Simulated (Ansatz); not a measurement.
Born–Oppenheimer molecular dynamics of C2H7Al (10 atoms, charge 0, multiplicity 1). It starts from a relaxed structure.

Level of theory: RKS BLYP-D4/def2-SVP in Ansatz.

```json
{
  "ensemble": "NVT, Nosé–Hoover chain",
  "time step": "0.5 fs",
  "steps asked": "300",
  "set temperature": "1500 K",
  "thermostat": "time constant 100 fs, chain length 3 (defaults)",
  "seed": "362895"
}
```

First frame:

```xyz
10
Properties=species:S:1:pos:R:3
Al -0.149 -0.011 -0.060
C -0.123 0.113 1.915
H -1.181 0.016 2.258
H 0.359 -0.820 2.293
C 0.538 1.359 2.551
H 0.499 1.338 3.661
H 1.608 1.448 2.265
H 0.044 2.298 2.226
H 0.484 1.139 -0.978
H -0.809 -1.290 -0.760
```

**Question.** How far do the bonds stretch over the last three quarters of this one trajectory? (Pairs bonded in most of those frames.)

**Answer.** 
```json
{"bond": "Al1–C2", "mean (Å)": "2.000", "spread (Å)": "0.102", "shortest": "1.86", "longest": "2.21"}
{"bond": "Al1–H9", "mean (Å)": "1.645", "spread (Å)": "0.129", "shortest": "1.43", "longest": "1.85"}
{"bond": "Al1–H10", "mean (Å)": "1.622", "spread (Å)": "0.076", "shortest": "1.50", "longest": "1.74"}
{"bond": "C2–H3", "mean (Å)": "1.138", "spread (Å)": "0.074", "shortest": "1.01", "longest": "1.29"}
{"bond": "C2–H4", "mean (Å)": "1.131", "spread (Å)": "0.072", "shortest": "1.02", "longest": "1.23"}
{"bond": "C2–C5", "mean (Å)": "1.598", "spread (Å)": "0.115", "shortest": "1.39", "longest": "1.77"}
{"bond": "C5–H6", "mean (Å)": "1.119", "spread (Å)": "0.025", "shortest": "1.07", "longest": "1.16"}
{"bond": "C5–H7", "mean (Å)": "1.114", "spread (Å)": "0.012", "shortest": "1.09", "longest": "1.15"}
{"bond": "C5–H8", "mean (Å)": "1.114", "spread (Å)": "0.026", "shortest": "1.05", "longest": "1.18"}
```

Mean temperature of the second half: 1058 K. The conserved energy stayed within 1.2 meV per atom of its start (net change 0.032 meV per atom), so the integration is sound. The mean temperature of the second half is 29 % below the set value. A run of 0.15 ps of so small a system gives no equilibrium averages.

Run time: 9.6 min on 1 thread of Arm Neoverse V2 (shared host), peak memory 0.11 GiB.
